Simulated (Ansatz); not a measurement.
Energy needed to pull apart CH₃N, singlet, into free ground-state atoms, from the structure below (displaced at random from a GFN2-xTB minimum); no zero-point or spin–orbit terms; open-shell atoms are treated unrestricted, in their ground-state multiplicity.

```json
{"atom": "C1", "x (Å)": "0.0250", "y (Å)": "-0.2722", "z (Å)": "-0.0054"}
{"atom": "N2", "x (Å)": "0.8017", "y (Å)": "0.6757", "z (Å)": "-0.2704"}
{"atom": "H3", "x (Å)": "-1.1264", "y (Å)": "-0.3017", "z (Å)": "0.3723"}
{"atom": "H4", "x (Å)": "0.5659", "y (Å)": "-1.5104", "z (Å)": "0.0195"}
{"atom": "H5", "x (Å)": "0.1114", "y (Å)": "1.7246", "z (Å)": "-0.1973"}
```

Program: Ansatz 0.2.0. Basis: def2-TZVPP. Cores are frozen in the correlated methods.

```tsv
method	atomization energy (kJ/mol)
SPW92	1974
PBE-D4	?
r2SCAN-D4	1673
PBE0-D4	1681
r2SCAN0-D4	1618
wB97M-V	1684
HF	1056
MP2	1635
CCSD	?
CCSD(T)	1625
```

What does CCSD give? (Judge from chemistry; the value comes from the calculation.)

The calculation gives: 1587 kJ/mol, which is about 38 kJ/mol less than CCSD(T)/def2-TZVPP.

What does PBE-D4 give? (Judge from chemistry; the value comes from the calculation.)

The calculation gives: 1758 kJ/mol, which is about 133 kJ/mol more than CCSD(T)/def2-TZVPP.

In triple zeta the MP2 and coupled-cluster atomization energies are still short of their basis limit by a few kcal/mol a bond, whereas those of the functionals are nearly converged, so these differences are not deviations from converged CCSD(T).

No T1 diagnostic of these runs exceeds 0.014.

For scale, one of the runs: CCSD(T)/def2-TZVPP forces, 104 basis functions (an equivalent command: `ansatz run in.yaml --threads 4`). The run took 6 s on 4 CPU threads (shared host), with 0.6 GiB of host memory at its peak.
